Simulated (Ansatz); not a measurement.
Bulk modulus B0 of diamond-structure Ge: levels of theory against measurement

Reference value: 77.3 GPa (measured, low-temperature value with the zero-point effect removed, our sources range from 77.3 to 79.4; as tabulated in Tanner et al. (2021), arXiv:2110.11888).

| level (code) | value (GPa) | cell (Å³/atom) | error (%) |
|---|---|---|---|
| LDA (Ansatz) | 71.3 | 22.20 | -7.8 |
| PBE (Ansatz) | 59.0 | 23.90 | -24 |
| PBEsol-D3(BJ) (Ansatz) | 71.4 | 22.24 | -7.6 |
| r²SCAN+rVV10 (Ansatz) | 73.7 | 22.60 | -4.7 |

Closest of the ranked levels: r²SCAN+rVV10 (-4.7 %). Among them PBE (-24 %) misses by most. Within 15 %: LDA, PBEsol-D3(BJ), r²SCAN+rVV10. All 4 levels lie below the reference.

Each level is taken at its own relaxed cell. Cutoffs differ between the levels. Ansatz's density-functional and Hartree–Fock values are scalar-relativistic unless marked +SOC, with PAW data made under PBE.

Differences are worked out from the printed values.

Ansatz is an electronic-structure program.
